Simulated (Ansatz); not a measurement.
Relaxation of CH$_{6}$NSi (9 atoms, charge 0, multiplicity 2), to a largest force component of 0.015 eV/Å in at most 40 steps.

The calculation used UKS PBE/6-31G* in Ansatz 0.2.0.

```xyz
9
Properties=species:S:1:pos:R:3
N -0.922 0.605 -0.874
C 0.286 0.490 -0.068
Si 0.040 -0.839 1.272
H -1.101 -0.265 -1.364
H -0.824 1.335 -1.573
H 0.469 1.462 0.394
H 1.182 0.258 -0.672
H 0.242 -0.302 2.615
H -1.236 -1.530 1.129
```

Q: Where does it end, and by what steps?

A: The run converged. After 11 steps the energy has fallen by 0.173 eV; H8 moved furthest, 0.94 Å.

| step | energy less start (eV) | largest force component (eV/Å) | accepted |
| --- | --- | --- | --- |
| 0 | 0.0000 | 0.807 | yes |
| 1 | -0.0738 | 0.272 | yes |
| 2 | -0.0847 | 0.108 | yes |
| 3 | -0.0921 | 0.061 | yes |
| 4 | -0.1105 | 0.178 | yes |
| 5 | -0.1254 | 0.407 | yes |
| 6 | -0.1422 | 0.425 | yes |
| 7 | -0.1565 | 0.245 | yes |
| 8 | -0.1696 | 0.188 | yes |
| 9 | -0.1721 | 0.096 | yes |
| 10 | -0.1733 | 0.018 | yes |
| 11 | -0.1735 | 0.009 | yes |

```xyz
9
Properties=species:S:1:pos:R:3
N -0.940 0.707 -0.655
C 0.409 0.403 -0.154
Si 0.158 -0.711 1.393
H -1.301 -0.087 -1.192
H -0.929 1.518 -1.284
H 0.877 1.342 0.191
H 1.108 -0.054 -0.885
H -0.617 0.035 2.447
H -0.629 -1.939 1.000
```

Run time: 31 s on 1 thread of Arm Neoverse V2, on a shared host, peak memory 0.14 GiB.
